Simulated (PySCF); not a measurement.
Gas-phase reaction: 6 SiH → c-Si3H6 + 3 Si

Computed with PySCF and rigid-rotor harmonic-oscillator thermochemistry at 1 bar. † marks an energy on the PBE0/def2-TZVP geometry and frequencies; other levels use their own. MP2 and CCSD(T) freeze the core. 6-31G* has spherical d functions here. Open shells (unrestricted): SiH (multiplicity 2, electronic degeneracy 4), Si (multiplicity 3, electronic degeneracy 9); the rest are closed-shell singlets. Spin-orbit splitting is ignored; it lowers the true energy and changes the entropy of SiH, Si. c-Si3H6: computed as isolated molecules; such fragments, hydroxides, amides, oligomers or adducts are transient or little studied in the gas. MP2 isn't extrapolated to the basis-set limit; its ΔH°(298 K) is -641.2 kJ in def2-SVP and -669.0 kJ in def2-TZVPP. CCSD(T) isn't extrapolated to the basis-set limit; its ΔH°(298 K) is -581.1 kJ in def2-SVP and -595.8 kJ in def2-TZVPP. The harmonic model lacks anharmonicity and excited electronic states, which grow with temperature; levels with a mode under 35 cm⁻¹ are left out. Warning, large T1 diagnostic: SiH (CCSD(T)/def2-TZVPP†).

```tsv
level	ΔE electronic, kJ	ΔH°(298 K), kJ	ΔS°(298 K), J/K	ΔG°(1600 K), kJ
BLYP/def2-TZVP†	-554	-512	-377	63
CCSD(T)/def2-TZVPP†	-638	-596	-377	-20
HF/6-31G*	-571	-524	-387	74
HF/def2-TZVP†	-560	-517	-377	58
M06-2X/def2-TZVP†	-621	-579	-377	-3
MP2/def2-TZVPP†	-711	-669	-377	-94
PBE/def2-SVP	-669	-628	-375	-57
PBE0/def2-SVP†	-683	-641	-377	-65
LDA/def2-TZVP†	-760	-718	-377	-143
```
ΔH° is lowest at LDA/def2-TZVP† and highest at BLYP/def2-TZVP†. No reference value is set beside these.
